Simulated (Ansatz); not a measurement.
K, bcc: geometry optimisation

These are results of Ansatz 0.2.0, DFT, revPBE, plane waves (420 eV) with PAW, scalar-relativistic, not measurements. The PAW files were generated under PBE, with cores re-solved for the functional.

k-point mesh 9×9×9, Fermi-Dirac smearing 0.1 eV, no spin polarisation. Cell and atoms relax.

Starting structure:

```yaml
crystal:
  lattice:
    - [-2.6125, 2.6125, 2.6125]
    - [2.6125, -2.6125, 2.6125]
    - [2.6125, 2.6125, -2.6125]
  atoms:
    - { symbol: K, position: [0.0, 0.0, 0.0] }
hamiltonian:
  xc: revpbe
  pseudopotentials:
    kind: paw
    azcp:
      K: "pseudopotentials/K.paw.azcp"
basis:
  ecutwfc: 420
  fft_grid_basis: typed
kpoints:
  mp_grid: { grid: [9, 9, 9], shift: [0, 0, 0] }
magnetization:
  spin_polarized: false
scf:
  occupations: { method: fermi_dirac, width: 0.1 }
relax:
  max_steps: 60
  f_tol: 0.01
  cell: {}
```

The pressure at the start is 0.4 GPa. By how much does the volume change?

From 71.32 to 79.67 Å³ per atom, 11.7 %. The final cell has a = 5.421 Å.

How much energy does the relaxation gain?

10.3 meV per atom.

Path of the relaxation (the plane waves are chosen anew near the end, which can shift the energy a little):

```tsv
step	E − E(final) (meV/atom)	V (Å³/atom)	P (GPa)	max force (eV/Å)
0	10.34	71.323	0.43	0.000
1	8.08	72.232	0.37	0.000
2	0.16	78.755	0.04	0.000
3	0.03	79.674	0.01	0.000
4	0.00	79.674	0.01	0.000
```
